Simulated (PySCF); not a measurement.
A made-up structure of MgSiH$_{3}$F, closed shell:

```
6
angstrom
F 0.8453 -2.8499 1.6380
Mg 0.3841 -1.3699 0.8141
Si -0.2932 0.7822 -0.3844
H -1.5220 0.6031 -1.2125
H 0.7737 1.2755 -1.3041
H 1.3268 -3.2085 2.3218
```

It is relaxed with PBE-D4/def2-SVP and then PBE0-D4/def2-TZVP (PySCF 2.14 with density fitting (its default auxiliary sets; JK sets also for MP2 and CCSD(T))). Atoms count as bonded within 1.22 times the sum of their covalent radii (H–H: 0.88 Å). The end point is not checked to be a true minimum.

(1) Does its bonding change? (A judgement: the text doesn't fix the answer.)

## Answers

(1) By the calculation: Yes. Formed: Si3–H6; broken: F1–H6.

Where it ends: The first stage lowers the energy by 1.07 eV in 19 steps. It ends as MgSiH₃F ([F][Mg][SiH3]):
```xyz
6
angstrom
F -1.3648 -3.1717 2.1643
Mg -0.5211 -1.9761 1.1940
Si 0.6980 -0.2387 -0.2304
H -0.1733 0.9264 -0.5650
H 1.1700 -0.8051 -1.5281
H 1.9026 0.3122 0.4575
```

Labels in which every atom is bracketed show which atoms are joined, not bond orders.

For scale, one of the runs: PBE0-D4/def2-TZVP relaxation, 118 basis functions, launched by `OMP_NUM_THREADS=2 python run.py`. Hardware: 2 CPU threads of an Intel Xeon 6975P-C, shared host. Wall time 6.4 min; peak host memory 1.2 GiB.
